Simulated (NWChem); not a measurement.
Species: fluoromethane (CH3F); SMILES CF

Results from NWChem. Structure relaxed at the B3LYP/6-31G* (spherical d) level. Total energies compare along this basis series because the functional is fixed.

```tsv
level	basis functions	energy (Ha)	highest occupied level (eV)	orbital gap (eV)	dipole (D)
B3LYP/cc-pVDZ	43	-139.7417	-9.12	10.99	1.72
B3LYP/aug-cc-pVDZ	73	-139.7611	-9.63	9.39	1.83
B3LYP/cc-pVTZ	102	-139.7997	-9.49	10.62	1.78
B3LYP/aug-cc-pVTZ	161	-139.8042	-9.66	9.39	1.83
B3LYP/cc-pVQZ	200	-139.8133	-9.59	10.33	1.81
```
